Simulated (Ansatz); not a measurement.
**Pulling the pair apart**

The pair of HF (SMILES F, atoms 1–2) and CO (SMILES [C-]#[O+], atoms 3–4), both closed shells, in one local arrangement (a lower one may exist), relaxed at PBE0-D4/def2-TZVP:

| atom | x (Å) | y (Å) | z (Å) |
| --- | --- | --- | --- |
| F1 | -0.0486 | 0.2104 | -1.9649 |
| H2 | -0.0267 | 0.1123 | -1.0410 |
| C3 | 0.0234 | -0.1013 | 0.9465 |
| O4 | 0.0521 | -0.2214 | 2.0593 |

CO is shifted rigidly along the line between the mean atom positions of the two fragments (negative: closer). Counterpoise interaction energies in kJ/mol. Ansatz 0.2.0; basis: def2-TZVPPD; cores frozen in the correlated methods.

```json
{"shift (Å)": "-0.20", "HF": "2.0", "PBE0-D4": "-15.5", "r2SCAN-D4": "-14.0"}
{"shift (Å)": "-0.10", "HF": "-3.2", "PBE0-D4": "-17.7", "r2SCAN-D4": "-16.2"}
{"shift (Å)": "0.00", "HF": "-6.3", "PBE0-D4": "-18.3", "r2SCAN-D4": "-16.9"}
{"shift (Å)": "0.10", "HF": "-7.9", "PBE0-D4": "-17.9", "r2SCAN-D4": "-16.7"}
{"shift (Å)": "0.24", "HF": "-8.7", "PBE0-D4": "-16.5", "r2SCAN-D4": "-15.4"}
{"shift (Å)": "0.50", "HF": "-8.0", "PBE0-D4": "-13.0", "r2SCAN-D4": "-12.2"}
{"shift (Å)": "1.00", "HF": "-4.9", "PBE0-D4": "-7.3", "r2SCAN-D4": "-6.8"}
{"shift (Å)": "2.00", "HF": "-1.7", "PBE0-D4": "-2.5", "r2SCAN-D4": "-2.4"}
```

(1) What does CCSD(T) give at these shifts? (To be estimated.)

No T1 diagnostic of these runs exceeds 0.016.

## Answers

(1) By the calculation: -8.9, -12.4, -14.0, -14.5, -13.9, -11.5, -6.7, -2.4 kJ/mol. For zero shift, CCSD(T) at an estimated basis limit (MP2 extrapolated from triple and quadruple zeta, plus CCSD(T) − MP2 in triple zeta) gives -15.0 kJ/mol. These are counterpoise interaction energies, counted from the two frozen fragments.

For scale, one of the runs: CCSD(T)/def2-TZVPPD, 134 basis functions, launched by `ansatz run in.yaml --threads 2 --pin off --events-out ev --progress --plain --max-ram 5222MiB`. Hardware: 2 CPU threads of an Arm Neoverse V2, shared host. Wall time about 4.1 s.
